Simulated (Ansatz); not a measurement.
All values below come from frozen-core CCSD(T)/def2-TZVPP // B3LYP-D3(BJ)/def2-TZVP (Ansatz, an electronic-structure program). The geometry is that of the parent before the electron was removed.

Ansatz 0.2 input:
```yaml
crystal:
  periodic: [false, false, false]
  atoms:
    - { symbol: C, position_ang: [-1.050048, 0.185839, 0.171088] }
    - { symbol: C, position_ang: [0.205504, -0.380434, -0.49073] }
    - { symbol: N, position_ang: [1.476026, 0.009686, 0.119544] }
    - { symbol: H, position_ang: [-1.116905, -0.131536, 1.214972] }
    - { symbol: H, position_ang: [-1.955998, -0.149949, -0.340634] }
    - { symbol: H, position_ang: [-1.040213, 1.278769, 0.153765] }
    - { symbol: H, position_ang: [0.235717, -0.077628, -1.540747] }
    - { symbol: H, position_ang: [0.159853, -1.472704, -0.490999] }
    - { symbol: H, position_ang: [1.578359, 1.018621, 0.113039] }
    - { symbol: H, position_ang: [1.507706, -0.280665, 1.090706] }
basis:
  gaussian: { orbitals: def2-TZVPP }
correlation:
  method: ccsd_t
total_charge: 1
magnetization:
  spin_polarized: true
  initial_magnetization: 1
```

Output:

```
Functional definition: HF
1102 factors; integrals over basis functions are off by at most 1.2e-3 eV
mean field evaluation 1: about -3642.3459 eV, gradient 2.8e1 eV
mean field evaluation 2: about -3642.3488 eV, gradient 2.8e1 eV
mean field evaluation 4: about -3646.3502 eV, gradient 3.3e0 eV
mean field evaluation 8: about -3646.5625 eV, gradient 2.8e-1 eV
mean field evaluation 16: about -3646.5032 eV, gradient 1.4e0 eV
mean field evaluation 32: about -3642.5453 eV, gradient 1.5e0 eV
mean field evaluation 64: about -3642.7233 eV, gradient 7.4e-4 eV
mean field -3646.56416953 eV, -134.0087615001 hartree, gradient 2.2e-6 eV, S^2 0.761731; 1 other end points of the search recorded, 0 dependent functions left out
3 core orbitals not correlated
reference -3646.56416953 eV, -134.0087615001 hartree; 10, 9 occupied and 178, 179 virtual orbitals, 1102 factors
second order -14.23465709 eV of doubles, -0.00000000 eV of singles
cycle   1  -14.95370952 eV  change   -7.2e-1 eV  update   7.8e-2
cycle   2  -15.32855442 eV  change   -3.7e-1 eV  update   2.6e-2
cycle   3  -15.40394026 eV  change   -7.5e-2 eV  update   2.1e-2
cycle   4  -15.41168794 eV  change   -7.7e-3 eV  update   1.2e-2
cycle   5  -15.41674053 eV  change   -5.1e-3 eV  update   6.9e-3
cycle   6  -15.41906387 eV  change   -2.3e-3 eV  update   2.4e-3
cycle   7  -15.41884649 eV  change    2.2e-4 eV  update   8.6e-4
cycle   8  -15.41902216 eV  change   -1.8e-4 eV  update   5.8e-4
cycle   9  -15.41899478 eV  change    2.7e-5 eV  update   2.7e-4
cycle  10  -15.41892076 eV  change    7.4e-5 eV  update   1.7e-4
cycle  11  -15.41901936 eV  change   -9.9e-5 eV  update   6.8e-5
cycle  12  -15.41904181 eV  change   -2.2e-5 eV  update   3.3e-5
cycle  13  -15.41904508 eV  change   -3.3e-6 eV  update   1.4e-5
perturbative correction -0.54805962 eV, -0.0201408196 hartree
Total energy: -3662.53127422 eV, -134.5955417749 hartree
```

Cost: very roughly 3 core-minutes.
